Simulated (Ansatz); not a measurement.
# C2H3Si radical: one species, many methods

How much do the methods differ for C2H3Si radical? The plan is to run it at one geometry with functionals of several rungs and with coupled cluster. The yardstick is the atomisation energy at the CCSD(T) limit.

Program: Ansatz 0.2.0, Gaussian basis. Level of theory: functionals in def2-TZVPP, the program's frozen cores in correlated methods. These are calculated values, not measurements.

Levels to be run: LDA (SPW92), PBE-D4, revPBE-D4, BLYP-D4, r2SCAN-D4, B97M-V, PBE0-D4, B3LYP-D4, r2SCANh-D4, r2SCAN0-D4, HSE06-D4, BHLYP-D4, CAM-B3LYP-D4, LC-ωPBE, ωB97X-V, ωB97M-V, B2PLYP, PBE-QIDH; CCSD(T)/def2-SVP; CCSD(T)/def2-TZVPP; MP2/def2-QZVPP; extrapolation to the limit; RPA on PBE.

### 1 Structure used throughout

An earlier PBE0-D4 in a triple-zeta def2 set relaxation fixed the geometry.

SMILES `C#C[SiH2]`, 6 atoms, charge 0, spin multiplicity 2.

Atoms are counted from 1 here; the program's logs count them from 0.

Bond lengths: C1–C2 1.210 Å, C1–H4 1.066 Å, C2–Si3 1.803 Å, Si3–H5 1.484 Å, Si3–H6 1.484 Å. Angles: C2–C1–H4 179.3°, C1–C2–Si3 174.9°, C2–Si3–H5 111.4°, C2–Si3–H6 111.4°, H5–Si3–H6 112.5°.

### 2 LDA

This LDA is Slater exchange with PW92 correlation.

Input file in.yaml:

```yaml
crystal:
  periodic: [false, false, false]
  atoms:
    - {symbol: C, position_ang: [1.019687, -1.302332, 0.535033]}
    - {symbol: C, position_ang: [0.376018, -0.354456, 0.145738]}
    - {symbol: Si, position_ang: [-0.444499, 1.136893, -0.449458]}
    - {symbol: H, position_ang: [1.575355, -2.144377, 0.879409]}
    - {symbol: H, position_ang: [-1.137637, 0.894625, -1.738769]}
    - {symbol: H, position_ang: [-1.346926, 1.705648, 0.581846]}
basis:
  gaussian: {orbitals: def2-TZVPP}
magnetization: {spin_polarized: true, initial_magnetization: 1}
hamiltonian: {xc: lda}
output: {orbitals: {seedname: orbitals}}
```

The runs that follow: PBE-D4 (GGA); revPBE-D4 (GGA); BLYP-D4 (GGA); r2SCAN-D4 (meta-GGA); B97M-V (meta-GGA); PBE0-D4 (hybrid); B3LYP-D4 (hybrid); r2SCANh-D4 (hybrid); r2SCAN0-D4 (hybrid); HSE06-D4 (hybrid); BHLYP-D4 (hybrid); CAM-B3LYP-D4 (range-separated); LC-ωPBE-D4 (range-separated); ωB97X-V (range-separated); ωB97M-V (range-separated); B2PLYP (double hybrid); PBE-QIDH (double hybrid); CCSD(T) in def2-SVP; CCSD(T) in def2-TZVPP; MP2 in def2-QZVPP; RPA on PBE orbitals.

**Question.** What will the summary of the whole plan be? Wanted: atomisation energy, CCSD(T)/CBS; farthest beyond LDA; mean size of error, GGA; mean size of error, meta-GGA; mean size of error, hybrid; mean size of error, range-separated; mean size of error, double hybrid; gap, smallest and largest; T1 diagnostic.

**Answer**, as computed:

| quantity | value |
| --- | --- |
| atomisation energy, CCSD(T)/CBS | 526.3 kcal/mol |
| functionals within 2.6 kcal/mol (0.5 %) | revPBE-D4, r2SCANh-D4, LC-ωPBE, ωB97X-V, ωB97M-V, B2PLYP, PBE-QIDH |
| farthest beyond LDA | PBE-D4 (+14.6 kcal/mol) |
| mean size of error, GGA | 7.1 kcal/mol |
| mean size of error, meta-GGA | 5.0 kcal/mol |
| mean size of error, hybrid | 5.0 kcal/mol |
| mean size of error, range-separated | 1.5 kcal/mol |
| mean size of error, double hybrid | 1.3 kcal/mol |
| gap, smallest and largest | 1.10 eV (LDA (SPW92)), 8.39 eV (LC-ωPBE) |
| T1 diagnostic | 0.0296 |
| triples share of the correlation energy | 4.8 % |

What this shows: The LDA atomisation energy is off by 73.6 kcal/mol (14 %): it overbinds. PBE-D4 is off by +14.6 kcal/mol. Double hybrids carry the basis error of their MP2 part in triple zeta, and no dispersion term here, so their miss is partly the set-up's. The rungs double hybrid, range-separated miss on average by less than the doubt on the reference (2.6 kcal/mol), so they tie. The reference freezes the cores and leaves out relativity and excitations past (T), so misses under about 2.6 kcal/mol can't be ranked. Hartree-Fock recovers 74 % of the binding; the rest is correlation. CCSD(T) in def2-SVP is off by -27.2 kcal/mol, more than most functionals: a good method in a small basis is no reference. The gap grows from 1.1 to 8.4 eV across the functionals, mostly with the share of exact exchange.
